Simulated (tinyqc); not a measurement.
Geometry optimisation on the RHF/sto-3g surface (energies and gradients from PySCF), for HF, spin multiplicity 1, step by step. One step of it, computed by the program tinyqc.

Problem. Step 3: move. Steepest descent, p = -g / 0.6; steps longer than 0.3 bohr are cut back (factor 0.853 here).

positions after step 2 (bohr):
```
           x         y          z
1F  0.000000  0.000000  -0.028362
2H  0.000000  0.000000   1.617622
```

gradient (hartree/bohr):
```
             x           y            z
1F  0.00000000  0.00000000   0.14925623
2H  0.00000000  0.00000000  -0.14925623
```

Give: positions after step 3.

Solution.

positions after step 3 (bohr):
```
         x       y        z
1F  0.0000  0.0000  -0.2405
2H  0.0000  0.0000   1.8298
```
